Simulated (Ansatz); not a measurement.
Energy needed to pull apart CH₅NSi (SMILES NC=[SiH2]), singlet, into free ground-state atoms, from the structure below (displaced at random from a GFN2-xTB minimum); no zero-point or spin–orbit terms; open-shell atoms are treated unrestricted, in their ground-state multiplicity.

```
8
angstrom
N -0.4263 0.6570 -1.2297
C -0.0335 0.5703 0.1216
Si 0.5780 -0.8646 0.9196
H -0.6049 -0.2275 -1.6803
H -1.2972 1.2333 -1.3362
H -0.0275 1.5159 0.6674
H 0.5751 -2.1679 0.2587
H 1.1370 -0.8133 2.2216
```

Program: Ansatz 0.2.0. Basis: def2-TZVPP. Cores are frozen in the correlated methods.

```json
{"method": "PBE-D4", "atomization energy (kJ/mol)": "?"}
{"method": "revPBE-D4", "atomization energy (kJ/mol)": "2620"}
{"method": "r2SCAN-D4", "atomization energy (kJ/mol)": "2619"}
{"method": "PBE0-D4", "atomization energy (kJ/mol)": "2616"}
{"method": "CAM-B3LYP-D4", "atomization energy (kJ/mol)": "2630"}
{"method": "wB97M-V", "atomization energy (kJ/mol)": "2624"}
{"method": "HF", "atomization energy (kJ/mol)": "?"}
{"method": "MP2", "atomization energy (kJ/mol)": "2551"}
{"method": "CCSD", "atomization energy (kJ/mol)": "2490"}
{"method": "CCSD(T)", "atomization energy (kJ/mol)": "2538"}
```

Question: What does HF give? (To be estimated.)

Answer: Computed: 1784 kJ/mol, which is about 754 kJ/mol less than CCSD(T)/def2-TZVPP.

Question: What does PBE-D4 give? (Judge from chemistry; the value comes from the calculation.)

Answer: By the calculation: 2680 kJ/mol, which is about 142 kJ/mol more than CCSD(T)/def2-TZVPP.

In triple zeta the MP2 and coupled-cluster atomization energies are still short of their basis limit by a few kcal/mol a bond, whereas those of the functionals are nearly converged, so these differences are not deviations from converged CCSD(T).

The T1 diagnostic stays at or below 0.015. The restricted Hartree–Fock reference is unstable towards an unrestricted one here.

For scale, one of the runs: CCSD(T)/def2-TZVPP forces, 174 basis functions (an equivalent command: `ansatz run in.yaml --threads 4`). Hardware: 4 CPU threads, shared host. Wall time 81 s; peak host memory 2.9 GiB.
